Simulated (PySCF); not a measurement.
**The bond of S2, level by level**

The task here is to estimate one member of a computed series from the others.

Method: S pcseg-1, no relativity; program: PySCF 2.14.0.

Set-up of the first run:

The job is set up so:

| Quantity | Value |
| --- | --- |
| atoms | S, S |
| charge | 0 |
| basis | S pcseg-1 |
| Hamiltonian | no relativity |
| basis functions | 36 |
| electrons treated | 32 |
| masses in u | 31.9721, 31.9721 |
| levels | PBE0, PBE, r²SCAN, M06, r²SCAN0, revPBE, CAM-B3LYP, HF, MP2, SCS-MP2, CCSD, CCSD(T) |
| grid | 80 radial by 434 angular points |
| occupations | held fixed by the projection of orbital angular momentum |
| dissociation limit | S + S, each in its ground configuration |
| starting distance in angstrom | 1.970 |
| values of 2S to try | 0, 2, 4 |

Command:

```bash
$ OMP_NUM_THREADS=1 python dia.py task.json out
```

Steps of the session up to this table: Set-up; The PBE0 curve of the state that the search chose; Other states along the same grid; PBE; r²SCAN (meta-GGA); M06 (hybrid meta-GGA); r²SCAN0 (hybrid meta-GGA); revPBE (GGA); CAM-B3LYP (range-separated hybrid); UHF (mean field); Correlated methods on the Hartree–Fock reference.

One of the session's tables, all rows but one given; the rest of the session is left out.

Energy (eV) from each level's lowest point:

```
R (Å)    UHF  UHF-MP2  UHF-SCS-MP2  UHF-CCSD  UHF-CCSD(T)
1.645  1.588    1.949        1.905       n/a          n/a
1.722  0.628    0.896        0.861     0.877        0.927
1.798  0.140    0.307        0.284     0.292        0.324
1.856  0.000    0.085        0.073     0.075        0.092
1.913  0.004    0.000        0.000     0.000        0.000
1.970  0.119    0.018        0.032     0.031        0.013
2.047  0.396    0.153        0.188     0.192        0.148
2.143      ?        ?            ?         ?            ?
2.257  1.566    0.855        0.962     1.018        0.892
2.410  2.554    1.432        1.605       n/a          n/a
```

Q: Estimate the row for R (Å) = 2.143 from the others.

Worked estimate for «UHF». A straight line through the neighbours (2.047, 0.396) and (2.257, 1.566) gives 0.396 + (1.566 − 0.396) × (2.143 − 2.047) / (2.257 − 2.047) = 0.931; a parabola fitted to 4 rows on both sides gives 0.899.

As computed: UHF: 0.878; UHF-MP2: 0.437; UHF-SCS-MP2: 0.502; UHF-CCSD: 0.521; UHF-CCSD(T): 0.441. In «UHF» the line misses by +0.053 and the parabola by +0.021.
